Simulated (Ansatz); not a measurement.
[Cl···H···Si], triplet: transfer scan

Starting geometry:

```xyz
3

Cl    0.0000    0.0000   -1.4636
H     0.0000    0.0000   -0.1848
Si    0.0000    0.0000    1.6484
```

From there H2 is moved from one fragment to the other while all else, the fragments' distance too, stays fixed; atoms are numbered as listed. Energies are in eV, counted from the starting geometry at the same level.

Basis 6-31G; Ansatz 0.2.0. Only valence electrons are correlated (noble-gas cores frozen). R marks a restricted (for open shells ROHF) determinant, U an unrestricted one.

For open shells CISD is restricted-active-space CI with the open shells as a complete middle space. A value is left out where its run failed or describes another state than the reference as far as symmetry and spin tell, or, spin-broken singlets apart, can't be checked. The reference follows the lowest state, whose symmetry changes from Σ⁻ or Δ to Π between 1.189 and 1.279.

Full CI is exact within this basis and frozen core; it isn't the basis-set limit. The frozen core follows each run's orbitals, which can shift R against U totals by a few meV.

| distance Cl1-H2 (Å) | full CI | error UMP2 | error CISD | error UCCSD | error UCCSD(T) | error RCCSDT | error UCCSDTQ |
| --- | --- | --- | --- | --- | --- | --- | --- |
| 1.189 | 0.244 | -0.026 | -0.013 | -0.004 | -0.001 | 0.000 | 0.000 |
| 1.279 | 0.000 | 0.000 | 0.000 | 0.000 | 0.000 | 0.000 | 0.000 |
| 1.335 | -0.065 | 0.011 | 0.008 | 0.004 | 0.001 | 0.000 | 0.000 |
| 1.391 | -0.074 | 0.024 | 0.015 | 0.007 | 0.002 | 0.001 | 0.000 |
| 1.447 | -0.046 | 0.038 | 0.022 | 0.011 | 0.004 | 0.001 | 0.000 |
| 1.503 | 0.008 | 0.053 | 0.027 | 0.013 | 0.005 | 0.001 | 0.000 |
| 1.560 | 0.090 | 0.066 | 0.032 | 0.015 | 0.006 | 0.001 | 0.000 |
| 1.616 | 0.202 | 0.078 | 0.037 | 0.016 | 0.007 | 0.002 | 0.000 |
| 1.672 | – | – | – | – | – | – | – |

Errors are those of relative energies. In total energy the starting point itself misses full CI by: UMP2 0.540, CISD 0.132, UCCSD 0.035, UCCSD(T) 0.008, RCCSDT 0.001, UCCSDTQ 0.000 eV.

Spread of the error over the points with a reference, to 1.616 Å (largest less smallest): UCCSDTQ 0.000, RCCSDT 0.002, UCCSD(T) 0.008, UCCSD 0.020, CISD 0.049, UMP2 0.105 eV.
